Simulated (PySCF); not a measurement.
# C₃H₈S: fields and orbitals

For C₃H₈S, the scripts below pull one bond apart with RHF, UHF and CASSCF, analyse its density (charges, bond critical points, surface potential) and localise its valence orbitals.

Program: PySCF 2.14.0. Level of theory: levels as typed in each script, gas phase, geometry from GFN2-xTB. These are calculated values, not measurements.

**1. Starting geometry**

SMILES `CCSC`, 12 atoms, charge 0, spin multiplicity 1.

Bond lengths: C1–C2 1.517 Å, C1–H5 1.088 Å, C1–H6 1.088 Å, C1–H7 1.088 Å, C2–S3 1.825 Å, C2–H8 1.089 Å, C2–H9 1.091 Å, S3–C4 1.815 Å, C4–H10 1.086 Å, C4–H11 1.087 Å, C4–H12 1.085 Å. Angles: C2–C1–H5 109.8°, C2–C1–H6 110.2°, C2–C1–H7 111.1°, H5–C1–H6 108.7°, H5–C1–H7 108.3°, H6–C1–H7 108.6°, C1–C2–S3 113.1°, C1–C2–H8 110.8°, C1–C2–H9 111.7°, S3–C2–H8 104.5°, S3–C2–H9 107.5°, H8–C2–H9 109.0°, C2–S3–C4 100.2°, S3–C4–H10 110.2°, S3–C4–H11 109.4°, S3–C4–H12 106.6°, H10–C4–H11 110.9°, H10–C4–H12 109.7° and more.

Coordinates:

```xyz
12
C3H8S
C     1.81276    0.55247   -0.27423
C     0.95127   -0.41061    0.52025
S    -0.69333   -0.68143   -0.22379
C    -1.47665    0.91579    0.13673
H     2.80610    0.60918    0.16702
H     1.90655    0.21246   -1.30296
H     1.38276    1.55169   -0.27619
H     1.40387   -1.40115    0.54848
H     0.79542   -0.06216    1.54189
H    -1.00506    1.70353   -0.44332
H    -1.40255    1.12181    1.20097
H    -2.51808    0.82167   -0.15169
```

**2. Stretching a bond (def2-svp)**

Input file input.py:

```python
import numpy as np
from pyscf import gto, scf, mcscf

mol = gto.M(atom='''
C      1.81276     0.55247    -0.27423
C      0.95127    -0.41061     0.52025
S     -0.69333    -0.68143    -0.22379
C     -1.47665     0.91579     0.13673
H      2.80610     0.60918     0.16702
H      1.90655     0.21246    -1.30296
H      1.38276     1.55169    -0.27619
H      1.40387    -1.40115     0.54848
H      0.79542    -0.06216     1.54189
H     -1.00506     1.70353    -0.44332
H     -1.40255     1.12181     1.20097
H     -2.51808     0.82167    -0.15169
''', basis='def2-svp', charge=0, spin=0, verbose=4)
# stretch the bond between atoms 1 and 2, from long to short, fragments rigid
a, b, move = 0, 1, [1, 2, 3, 7, 8, 9, 10, 11]
xyz = mol.atom_coords(unit='Angstrom')
u = xyz[b] - xyz[a]
r0 = np.linalg.norm(u)
rows, last, dm_u = [], None, None
for r in [4.26, 3.34, 2.74, 2.36, 2.05, 1.82, 1.67, 1.52, 1.4]:
    new = xyz.copy()
    new[move] += u / r0 * (r - r0)
    m = mol.set_geom_(new, unit='Angstrom', inplace=False)
    rhf = scf.RHF(m).density_fit(auxbasis='def2-universal-jkfit').run()
    uhf = scf.UHF(m).density_fit(auxbasis='def2-universal-jkfit').newton()
    if dm_u is None:
        c = rhf.mo_coeff
        h = m.nelectron // 2 - 1
        ca, cb = c.copy(), c.copy()
        ca[:, h], cb[:, h] = (c[:, h] + c[:, h + 1]) / 2**.5, (c[:, h] - c[:, h + 1]) / 2**.5
        dm_u = np.array([x[:, :h + 1] @ x[:, :h + 1].T for x in (ca, cb)])
    uhf.kernel(dm0=dm_u)
    for _ in range(3):
        c, _, stable, _ = uhf.stability(return_status=True)
        if stable:
            break
        uhf.kernel(c, uhf.mo_occ)
    dm_u = uhf.make_rdm1()
    mc = mcscf.CASSCF(rhf, 2, 2)
    mc.natorb = True
    mc.fix_spin_(ss=0)
    guess = mcscf.addons.make_natural_orbitals(uhf)[1] if last is None else mcscf.project_init_guess(mc, last.mo_coeff, last.mol)
    mc.kernel(guess)
    last = mc
    act = slice(mc.ncore, mc.ncore + mc.ncas)
    print('r %.3f  RHF %.6f  UHF %.6f  <S^2> %.3f  CASSCF %.6f  occupations' % (r, rhf.e_tot, uhf.e_tot, uhf.spin_square()[0], mc.e_tot), mc.mo_occ[act].round(4))
    rows.append((new, rhf.e_tot, uhf.e_tot, uhf.spin_square()[0], mc.e_tot, mc.mo_occ[act], mc.mo_coeff[:, act], dm_u[0] - dm_u[1], rhf.converged and uhf.converged and mc.converged))
    np.savez('result.npz', **{k: [row[i] for row in rows] for i, k in enumerate('xyz rhf uhf s2 cas occ c spin ok'.split())})
```

Run with:

```
> OMP_NUM_THREADS=1 python input.py
```

**4. Density, bond paths and surface potential (PBE0/def2-svp)**

Input file input.py:

```python
import numpy as np
from pyscf import gto, scf, dft
from pyscf.scf import atom_ks, atom_hf
from scipy.linalg import block_diag

def solve(mol, dm0=None, hcore=None):
    mf = (dft.UKS if mol.spin else dft.RKS)(mol, xc='pbe0')
    mf.grids.level = 3
    mf = mf.density_fit(auxbasis='def2-universal-jkfit')
    mf.conv_tol, mf.max_cycle = 1e-8, 80
    if hcore is not None:
        mf.get_hcore = lambda *args: hcore
    mf.kernel(dm0)
    if not mf.converged:
        mf = mf.newton().run(mf.mo_coeff, mf.mo_occ, max_cycle=30)
    assert mf.converged, 'SCF not converged'
    return mf

mol = gto.M(atom='''
C      1.81276     0.55247    -0.27423
C      0.95127    -0.41061     0.52025
S     -0.69333    -0.68143    -0.22379
C     -1.47665     0.91579     0.13673
H      2.80610     0.60918     0.16702
H      1.90655     0.21246    -1.30296
H      1.38276     1.55169    -0.27619
H      1.40387    -1.40115     0.54848
H      0.79542    -0.06216     1.54189
H     -1.00506     1.70353    -0.44332
H     -1.40255     1.12181     1.20097
H     -2.51808     0.82167    -0.15169
''', basis='def2-svp', charge=0, spin=0, verbose=4)
mf = solve(mol)
mf.analyze()
# spherically averaged free atoms, for the promolecule
atm = atom_ks.get_atm_nrks(mol, xc='pbe0')
pro = block_diag(*[(atm[a[0]][2] * atm[a[0]][3]) @ atm[a[0]][2].T for a in mol._atom])
np.savez('result.npz', e=mf.e_tot, c=mf.mo_coeff, occ=mf.mo_occ, eps=mf.mo_energy, pro=pro, dip=mf.dip_moment(verbose=0), s2=mf.spin_square()[0])
```

**6. Localised orbitals (TPSSh/6-311g**)**

Input file input.py:

```python
import numpy as np
from pyscf import gto, scf, dft, lo
from pyscf.data.elements import chemcore

def solve(mol, dm0=None, hcore=None):
    mf = (dft.UKS if mol.spin else dft.RKS)(mol, xc='tpssh')
    mf.grids.level = 3
    mf = mf.density_fit(auxbasis='def2-universal-jkfit')
    mf.conv_tol, mf.max_cycle = 1e-8, 80
    if hcore is not None:
        mf.get_hcore = lambda *args: hcore
    mf.kernel(dm0)
    if not mf.converged:
        mf = mf.newton().run(mf.mo_coeff, mf.mo_occ, max_cycle=30)
    assert mf.converged, 'SCF not converged'
    return mf

mol = gto.M(atom='''
C      1.81276     0.55247    -0.27423
C      0.95127    -0.41061     0.52025
S     -0.69333    -0.68143    -0.22379
C     -1.47665     0.91579     0.13673
H      2.80610     0.60918     0.16702
H      1.90655     0.21246    -1.30296
H      1.38276     1.55169    -0.27619
H      1.40387    -1.40115     0.54848
H      0.79542    -0.06216     1.54189
H     -1.00506     1.70353    -0.44332
H     -1.40255     1.12181     1.20097
H     -2.51808     0.82167    -0.15169
''', basis='6-311g**', charge=0, spin=0, verbose=4)
mf = solve(mol)
occ_all = mf.mo_coeff[:, mf.mo_occ > 0]
occ = occ_all[:, chemcore(mol):]
loc = lo.ibo.ibo(mol, occ, iaos=lo.iao.iao(mol, occ_all))
fock, s = mf.get_fock(), mf.get_ovlp()
ortho = lo.orth_ao(mol, 'meta_lowdin')
ortho = lo.vec_lowdin(lo.iao.iao(mol, occ_all), s)
labels = lo.iao.reference_mol(mol).ao_labels(fmt=None)
vir = lo.vvo.livvo(mol, occ_all, mf.mo_coeff[:, mf.mo_occ == 0])
both = np.hstack([loc, vir])
p = (ortho.T @ s @ both) ** 2
pop = np.array([p[[l[0] == a for l in labels]].sum(0) for a in range(mol.natm)])
spd = np.array([[p[[l[0] == a and l[2][-1] == k for l in labels]].sum(0) for k in 'spd'] for a in range(mol.natm)])
eps = np.einsum('pi,pq,qi->i', both, fock, both)
for i in np.argsort(eps):
    top = np.argsort(-pop[:, i])[:3]
    print('%3d %s %9.4f Eh ' % (i + 1, 'occ' if i < loc.shape[1] else 'vir', eps[i]), '  '.join('%s%d %.3f' % (mol.atom_symbol(a), a + 1, pop[a, i]) for a in top))
np.savez('result.npz', c=both, nocc=loc.shape[1], pop=pop, spd=spd, eps=eps, e=mf.e_tot)
```

(Steps that only read results are left out.)

**Question.** What will these runs give? Wanted: dipole moment; HOMO, LUMO.

The runs gave:

```
                                                 quantity           value
  cost of the stretch to 4.3 Å, CASSCF and RHF (def2-svp)  4.0 and 8.0 eV
                            dipole moment (PBE0/def2-svp)          1.63 D
                               HOMO, LUMO (PBE0/def2-svp)  -6.09, 1.68 eV
localised occupied orbitals above −45 eV (TPSSh/6-311g**)              13
```

RHF rises too steeply at long distance, since it keeps both electrons in one orbital and so mixes in ionic fragments. At PBE0/def2-svp: The highest Hirshfeld charge is on H12 (+0.05 e), the lowest on C1 (−0.12 e). All values hold at the given geometry, in the gas phase.
